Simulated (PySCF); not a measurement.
**One molecule, a ladder of functionals, a line**

Molecule: `InChI=1S/C3HF3/c1-2-3(4,5)6/h1H`.

Cartesian coordinates in Å; atom numbers follow the order of the lines, from 1:
```xyz
7

C     1.6287    0.5679   -0.2285
C     0.5164    0.1654    0.0104
C    -0.8381   -0.3221    0.3017
F    -1.0688   -1.4844   -0.3060
F    -1.7566    0.5466   -0.1154
F    -1.0100   -0.5026    1.6096
H     2.6202    0.9271   -0.4408
```

GIAO shieldings (ppm, equivalent atoms averaged) in PySCF 2.14.0 with density-fitted response routines on the PBE0-D3(BJ)/def2-SVP geometry, basis pcSseg-2, gas phase, non-relativistic:

```tsv
functional	exact exchange (%)	σ(C3)	σ(C2)	σ(F4/F5/F6)
BLYP	0	46.5	99.1	216.7
BP86	0	51.6	102.1	218.8
PBE	0	51.6	101.9	217.5
B3LYP	20	54.6	102.6	232.1
PBE0	25	61.0	106.3	236.9
BHandHLYP	50	66.1	108.3	251.3
HF	100	85.4	118.6	279.6
```

Q: Fit each shielding as a line in the percentage of exact exchange.

A: σ(C3) = 49.7 + 0.35 x (rms 2.1 ppm); σ(C2) = 100.7 + 0.17 x (rms 1.3 ppm); σ(F4/F5/F6) = 218.8 + 0.62 x (rms 1.6 ppm). The functionals also differ in their semilocal parts, which the line can't hold; Hartree–Fock has no correlation at all.

Q: What does the line predict for mPW1PW91 (25 %), and what does the run give?

A: σ(C3): 58.5 predicted, 60.4 computed; σ(C2): 105.0 predicted, 106.0 computed; σ(F4/F5/F6): 234.3 predicted, 237.8 computed ppm.
